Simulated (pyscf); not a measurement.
Optimised with ωB97X-D3(BJ)/def2-SVP in PySCF.

Problem. For the elementary gas-phase step [HO–Ga–Cl]• (SMILES [OH][Ga][Cl]) + HCl (SMILES Cl) → HO–Ga(Cl)–Cl (SMILES [OH][Ga]([Cl])[Cl]) + H• (SMILES [H]) (doublet surface; Cl–H broken, Cl–Ga formed), what barrier and reaction energy does ωB97M-D3(BJ)/def2-TZVP give, measured from the separated reactants?

Solution. ΔE‡ = 85.5 kJ/mol, ΔE = +26.0 kJ/mol. Zero-point energy shifts the barrier by -10.7 kJ/mol. It is an atom transfer, with an imaginary mode of 1098i cm⁻¹. On the reactant side the descent ends in a complex (not fully relaxed), 28.0 kJ/mol under the separated species and 101.3 kJ/mol under the saddle at ωB97X-D3(BJ)/def2-TZVP. At ωB97X-D3(BJ) the barrier from the zero used here is 73.3 kJ/mol. This is the saddle that the search found; another between the same sides may lie lower. The angle at the transferred Cl is 179°. Elements up to Kr have no core potential and no relativistic terms here.
